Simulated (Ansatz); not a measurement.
Process, species as SMILES: FOF → F atom + [O]F (O-F)
B3LYP-D3(BJ)/def2-TZVP geometries, fixed; electronic energies without zero-point terms.
Largest species:
```
O
F 1 1.4020
F 1 1.4020 2 103.99
```

Energies in hartree at B3LYP with Ansatz (an electronic-structure program); the bond dissociation energy is their sum with the coefficients shown, times 627.509 kcal/mol a hartree. All functions are spherical. The program fits the integrals of some runs and decomposes those of others, by size. Open shells are unrestricted. No added dispersion term, no relativity.

```
species     coefficient   part     cc-pVDZ     cc-pVTZ     cc-pVQZ
----------  -----------  -----  ----------  ----------  ----------
FOF                  -1  B3LYP  -274.67014  -274.76845  -274.79356
F atom               +1  B3LYP   -99.72660   -99.76286   -99.77252
[O]F (O-F)           +1  B3LYP  -174.88364  -174.94423  -174.95984
```

### Question
Predict the bond dissociation energy in cc-pV5Z (X = 5): let each B3LYP step shrink by the ratio of the last two. Compare with the run.

### Answer

- FOF: steps -0.09831 and -0.02511, ratio 0.255, so B3LYP -274.79996 (run: -274.80172).
- F atom: steps -0.03626 and -0.00966, ratio 0.266, so B3LYP -99.77509 (run: -99.77582).
- [O]F (O-F): steps -0.06059 and -0.01561, ratio 0.258, so B3LYP -174.96387 (run: -174.96496).
Predicted 38.28 kcal/mol; the run in cc-pV5Z gives 38.24, a miss of 0.04. Keeping the value in cc-pVQZ, 38.40, would miss by 0.16. All sums are of the energies as printed.
